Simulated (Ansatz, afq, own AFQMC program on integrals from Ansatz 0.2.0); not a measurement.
Integrals from Ansatz 0.2.0, then the random walk in our own AFQMC program (afq).

```yaml
crystal:
  periodic: [false, false, false]
  atoms:
    - {symbol: Ga, position_ang: [0.000000, 0.000000, 0.000000]}
basis:
  gaussian: {orbitals: def2-TZVPP}
magnetization: {spin_polarized: true, initial_magnetization: 1}
correlation: {method: ccsd_t, electrons: outside_noble_gas, hamiltonian_folder: ham}
```

```sh
$ ansatz run in.yaml --threads 1 --pin off --events-out ev --progress --plain --max-ram 24576MiB --backend cuda --devices 0, --max-vram 18GiB
```

Options of the walk:

```
--method free --trial cisd --walkers 4000 --time-step 0.03 --max-blocks 4000 --target-error 0.00013 --factor-cut 1e-05 --seed 7899 --times 0,0.3,0.6,1.2,1.8,2.4,3.6,4.8,6 --taylor-order 8
```

Times are imaginary, in 1/Eh. The walk had a cap of 61 s. Filled inner d shells are frozen with the cores.

Log:

```
orbitals 34  electrons 2 1  factors 260 of 319
reference energy -1923.22349120 Eh
CCSD correlation -0.04691882 Eh in 9 cycles, weight of the determinant in the CISD state 0.9443
repeat  energy at the last time / Eh  error
    10  -1923.271567  0.000012
    20  -1923.271561  0.000009
    30  -1923.271570  0.000007
time / (1/Eh)  energy / Eh  error  mean overlap
  0.00  -1923.270412  0.000000  1.0589
  0.30  -1923.270875  0.000002  1.0586
  0.60  -1923.271128  0.000003  1.0578
  1.20  -1923.271370  0.000004  1.0584
  1.80  -1923.271470  0.000005  1.0577
  2.40  -1923.271515  0.000005  1.0574
  3.60  -1923.271552  0.000006  1.0574
  4.80  -1923.271550  0.000007  1.0584
  6.00  -1923.271571  0.000007  1.0550
energy -1923.271571 +/- 0.000007 Eh
```

The run passed its tests (error under three times the target), which doesn't prove that it has relaxed.

Against this walk (error 0.2 meV) on the same determinant: CCSD(T) 8.3 meV higher, full CI 0.2 meV higher (within the noise). The error is statistical, and a free projection of finite length keeps a remainder of its start.

Cautions: remainder of the start not in the error; no relativity below Rb; no spin-orbit coupling; inner d shell frozen.

The walk took 44 s on 1 × NVIDIA H100 80GB HBM3 with 2 threads of AMD EPYC 7R13 Processor (Zen 3) (shared host) (the card was shared). The log's last line is the free-projection energy.

A walk keeps the symmetry of its determinant, which the program's search chose and which needn't be the lowest solution, so a lower state of the same spin and another symmetry isn't excluded.
